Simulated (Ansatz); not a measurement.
in.yaml

```yaml
crystal:
  periodic: [false, false, false]
  atoms:
    - {symbol: Ge, position_ang: [0.000000, -0.030691, 0.689135]}
    - {symbol: Na, position_ang: [0.000000, 0.011832, -2.202583]}
    - {symbol: H, position_ang: [0.000000, 1.941925, 0.573537]}
basis:
  gaussian: {orbitals: cc-pVDZ}
hamiltonian: {pseudopotentials: {relativity: scalar}}
correlation: {active_space: {window: {electrons: 6, orbitals: 4}, fixed_orbitals: true, states: [{multiplicity: 1, weights: [0.5, 1, 0.5]}], root: 2}}
scf: {lower_state_search: off}
```

```sh
$ ansatz run in.yaml --threads 1 --pin off --events-out ev --progress --plain --max-ram 2393MiB
```

**Question.** Roughly how long does this take on 1 thread of Arm Neoverse V1, shared host, and how much host memory?

**Answer.** 1 s wall and 0.28 GiB.

```
these checks for a lower state are left out or cut short: stability, starts, cluster_reference, orbital_swaps, neighbouring_geometries, increment
968 factors; integrals over basis functions are off by at most 2.2e-7 eV
mean field evaluation 1: about -61361.5687 eV, gradient 5.3e0 eV
mean field evaluation 2: about -61361.5840 eV, gradient 5.3e0 eV
mean field evaluation 4: about -61361.8171 eV, gradient 5.9e-1 eV
mean field evaluation 8: about -61361.8227 eV, gradient 1.6e-3 eV
mean field -61361.82272655 eV, -2255.0053926632 hartree, gradient 9.5e-6 eV, S^2 0.000000; 0 other end points of the search recorded, 0 dependent functions left out
reference -61361.82272655 eV, -2255.0053926632 hartree; 22, 22 occupied and 28, 28 virtual orbitals, 968 factors
state -61361.86729247 eV, -2255.0070304307 hartree
state -61359.53469592 eV, -2254.9213090887 hartree
state -61356.86446275 eV, -2254.8231798296 hartree
Total energy: -61356.86446275 eV, -2254.8231798296 hartree
Relativity: scalar
Checks for a lower state left out: stability, starts, cluster_reference, orbital_swaps, neighbouring_geometries, increment
```
